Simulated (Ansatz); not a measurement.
C₂H₃F, SMILES C=CF, a ladder of basis sets

Computed with Ansatz 0.2.0 through its Python package.

The cells in order, each with its output:

```python
import ansatz as az
```

```python
METHOD = "mp2"

geometry_ang = [
    ("C", (-0.5117, 0.0511, -0.4215)),
    ("C", (0.4849, -0.0077, 0.3781)),
    ("F", (0.9168, -1.2005, 0.7678)),
    ("H", (-0.9924, -0.784, -0.792)),
    ("H", (-0.9255, 1.0562, -0.7725)),
    ("H", (1.0699, 0.8209, 0.7938)),
]
c2h3f = az.Crystal.molecule()
for symbol, xyz in geometry_ang:
    c2h3f = c2h3f.atom(symbol, xyz)
```

```python
model = c2h3f.calculation()
model = model.correlation(METHOD, electrons="all")
model = model.accuracy("medium")
```

```python
energies = {}
for basis in ["cc-pVDZ", "cc-pVTZ"]:
    report = model.basis(gaussian=basis).run(threads=1, pin="off").report
    size = report["n_frozen"] + report["n_occupied"][0] + report["n_virtual"][0]
    energies[basis] = (report["reference_energy_ev"] / 27.211386246, report["free_energy_ev"] / 27.211386246)
    print(f"{basis:14s} {size:4d} orbitals  reference {energies[basis][0]:14.6f} Ha  total {energies[basis][1]:14.6f} Ha")
```

    cc-pVDZ          57 orbitals  reference    -176.888728 Ha  total    -177.345131 Ha
    cc-pVTZ         132 orbitals  reference    -176.947885 Ha  total    -177.565030 Ha

```python
# two-point extrapolation: the basis-set error of the correlation energy falls as X^-3
small, large = (energies[b][1] - energies[b][0] for b in ("cc-pVDZ", "cc-pVTZ"))
limit = (3 ** 3 * large - 2 ** 3 * small) / (3 ** 3 - 2 ** 3)
print(f"correlation energy: {small:.6f} and {large:.6f} Ha, extrapolated {limit:.6f} Ha")
print(f"share caught by the larger set: {100 * large / limit:.1f} %")
```

    correlation energy: -0.456403 and -0.617145 Ha, extrapolated -0.684826 Ha
    share caught by the larger set: 90.1 %

Against cc-pVDZ: cc-pVTZ -219.9 mHa. The last step alone is -219.90 mHa.

Caveats:
- These settings explore the input space; basis and method may be short of convergence.
- The geometry is a force-field or estimated start, not a minimum of this method, and the last set is no limit. Much of the fall in a total is atomic energy, which cancels in bond and reaction energies.
- An extrapolation from small basis sets is rough.
- It ran for 2 s on 1 thread of Arm Neoverse V2, on a shared host, peak memory 0.23 GiB.
